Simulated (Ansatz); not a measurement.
CF (`[C]F`) radical. The species carries charge 0 and has multiplicity 2.

Problem. List the harmonic frequencies (cm⁻¹, unscaled) at PBE0-D4/def2-TZVP in Ansatz. (An estimate is asked.)

Solution. Computed: 1338.

Problem. Is this a minimum?

Solution. Yes, all 1 modes are real.

Problem. Give the ideal-gas thermochemistry at 298.15 K and 1 bar (rigid rotor, harmonic oscillator; point group C∞v, symmetry number 1).

Solution. Zero-point energy 8.0 kJ/mol; H(298) − E = 16.7 kJ/mol; entropy 213.0 J/(mol·K), of which translation 151.7, rotation 49.7, vibration 0.1, electronic 11.5; G(298) − E = -46.8 kJ/mol.
